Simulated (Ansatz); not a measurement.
# Si₂H₃ (doublet): the correlation ladder at twist about Si1–Si2 = 47.9°, cc-pVDZ

Aim: climb from Hartree-Fock through coupled cluster and multireference methods for Si₂H₃ (doublet) at one geometry and basis, and see what each rung misses.

Method: cc-pVDZ, correlated electrons: outside noble gas; program: Ansatz 0.2.0, Gaussian basis.

Plan: UHF; CCSD(T) on ROHF; CCSD(T) on UHF; BCCD(T) on ROHF; CISD; CCSDT(Q) on ROHF; CCSDT(Q) on UHF; CASSCF and MRCISD+Q, 3 electrons in 3 orbitals; CASSCF and NEVPT2, 3 electrons in 3 orbitals.

## 1. What is computed

The geometry derives from a PBE0/def2-TZVP stationary point (not a proven minimum). One half is turned about the bond named; the halves are rigid.

5 atoms, charge 0, spin multiplicity 2.

Atoms are counted from 1 here; the program's logs count them from 0.

Bond lengths: Si1–Si2 2.282 Å, Si1–H3 1.492 Å, Si1–H4 1.491 Å, Si2–H5 1.528 Å. Angles: Si2–Si1–H3 129.4°, Si2–Si1–H4 123.7°, H3–Si1–H4 106.9°, Si1–Si2–H5 86.8°.

In the tables R marks a restricted open-shell determinant and U an unrestricted one; 'pair' is the active space of 3 electrons in 3 orbitals; correlation energies count from the lowest restricted Hartree-Fock solution.

## 2. UHF

in.yaml reads:

```yaml
crystal:
  periodic: [false, false, false]
  atoms:
    - {symbol: Si, position_ang: [-0.019270, 0.032070, 1.089365]}
    - {symbol: Si, position_ang: [-0.019270, -0.068345, -1.190067]}
    - {symbol: H, position_ang: [-0.019270, 1.225184, 1.985373]}
    - {symbol: H, position_ang: [-0.019270, -1.171486, 1.969355]}
    - {symbol: H, position_ang: [1.112456, 0.957060, -1.148758]}
basis:
  gaussian: {orbitals: cc-pVDZ}
magnetization: {spin_polarized: true, initial_magnetization: 1}
hamiltonian: {xc: hf}
output: {orbitals: {seedname: orbitals}}
```

Run with:

```sh
$ ansatz run in.yaml --threads 1 --pin off --events-out ev --progress --plain --max-ram 2393MiB
```

Further steps of the session: CCSD(T) on ROHF; CCSD(T) on UHF; BCCD(T) on ROHF; CISD; CCSDT(Q) on ROHF; CCSDT(Q) on UHF; CASSCF and MRCISD+Q, 3 electrons in 3 orbitals; CASSCF and NEVPT2, 3 electrons in 3 orbitals.

Q: Predict the results of all the runs planned. Wanted: correlation energy, UCCSDT(Q); RMP2 from UCCSDT(Q); UMP2 from UCCSDT(Q); RCCSD from UCCSDT(Q); RCCSD(T) from UCCSDT(Q); UCCSD(T) from UCCSDT(Q); RCCSDT(Q) from UCCSDT(Q); NEVPT2 pair from UCCSDT(Q); MRCISD+Q pair from UCCSDT(Q).

The runs gave:

| quantity | value |
| --- | --- |
| correlation energy, UCCSDT(Q) | -6.2856 eV |
| RMP2 from UCCSDT(Q) | +33.48 kcal/mol |
| UMP2 from UCCSDT(Q) | +35.66 kcal/mol |
| RCCSD from UCCSDT(Q) | +6.28 kcal/mol |
| RCCSD(T) from UCCSDT(Q) | +1.46 kcal/mol |
| UCCSD(T) from UCCSDT(Q) | +1.61 kcal/mol |
| RCCSDT(Q) from UCCSDT(Q) | +0.02 kcal/mol |
| NEVPT2 pair from UCCSDT(Q) | +32.71 kcal/mol |
| MRCISD+Q pair from UCCSDT(Q) | +3.01 kcal/mol |
| levels of the table within 1 kcal/mol (43 meV) | RCCSDT, UCCSDT, RCCSDT(Q) |
| T1 diagnostic | 0.040 |

RCCSD(T) lands +1.46 kcal/mol from the yardstick (1.0 % of the correlation energy). Of the multireference levels listed MRCISD+Q pair comes nearest in total energy (+3.01 kcal/mol), which doesn't show that its space is the better one. These misses are within one basis, not against nature; the frozen cores of restricted and unrestricted runs differ, which can shift their rows.
